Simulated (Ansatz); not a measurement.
# HSO radical: an energy map over bond length S2–H3 and angle H3–S2–O1

Aim: map the energy of HOS, SMILES [O]S, spin multiplicity 2 over two coordinates, and find its wells, ridges and stiffness.

The runs use Ansatz 0.2.0; UKS wB97M-V/def2-TZVP.

## 1. Where the work starts

SMILES `[O]S`, 3 atoms, charge 0, spin multiplicity 2.

Atoms are counted from 1 here; the program's logs count them from 0.

Bond lengths: O1–S2 1.540 Å, S2–H3 1.409 Å. Angles: O1–S2–H3 105.3°.

Geometry (Å):

```xyz
3
HOS
O    -0.0370    1.2311    0.1169
S    -0.4898   -0.1846   -0.2875
H     0.5269   -1.0465    0.1706
```

## 3. Setting up the map

First coordinate, bond length S2–H3: 11 values from 1.150 to 1.779 Å. Second coordinate, angle H3–S2–O1: 11 values from 59 to 149 °.

Nothing else is relaxed (all other coordinates rigid). Energies count from the relaxed molecule at the same level.

(The set-up runs are not shown.)

## 4. Grid point bond length S2–H3 = 1.339 Å, angle H3–S2–O1 = 104°

File input.yaml:

```yaml
crystal:
  periodic: [false, false, false]
  atoms:
    - { symbol: O, position_ang: [-0.030328, 1.188715, 0.115863] }
    - { symbol: S, position_ang: [-0.482543, -0.182151, -0.28329] }
    - { symbol: H, position_ang: [0.491419, -0.988241, 0.157774] }
magnetization:
  spin_polarized: true
  initial_magnetization: 1
basis:
  gaussian: { orbitals: def2-TZVP }
hamiltonian:
  xc: { name: wB97M-V }
output:
  forces: true
```

Command:

```bash
> ansatz run input.yaml --threads 1 --pin off --max-ram 2560MiB --backend cpu --events-out ev --progress --plain --runs-dir out
```

The session goes on with these runs: the other points that were computed.

Before running it: what results should come out? Wanted: lowest point; highest computed point; ⟨S²⟩; largest force on an atom.

**Answer**, as computed:

| quantity | value |
| --- | --- |
| lowest point | bond length S2–H3 = 1.339 Å, angle H3–S2–O1 = 104°, 0.010 eV |
| highest computed point | bond length S2–H3 = 1.779 Å, angle H3–S2–O1 = 59°, 3.25 eV above the lowest |
| ⟨S²⟩ (ħ²) | 0.75 at bond length S2–H3 = 1.150 Å, angle H3–S2–O1 = 59° to 1.08 at bond length S2–H3 = 1.779 Å, angle H3–S2–O1 = 59°; 0.75 at the lowest point |
| largest force on an atom (eV/Å) | 0.7 at bond length S2–H3 = 1.402 Å, angle H3–S2–O1 = 104° to 12.9 at bond length S2–H3 = 1.150 Å, angle H3–S2–O1 = 149°; 0.7 at the lowest point |
| time for the whole task | 14 min on 1 thread, shared host |

**Reading.** The lowest computed point is at bond length S2–H3 = 1.339 Å, angle H3–S2–O1 = 104°, 0.010 eV from the relaxed molecule at the same level. The grid is coarse, so the lowest point of the scanned range may lie between grid points; coordinates that were held can hide deeper minima. The grid shows no other well, apart from its symmetry copies. The highest computed point, bond length S2–H3 = 1.779 Å, angle H3–S2–O1 = 59°, lies 3.25 eV above the lowest. Round the minimum the two coordinates are nearly uncoupled.
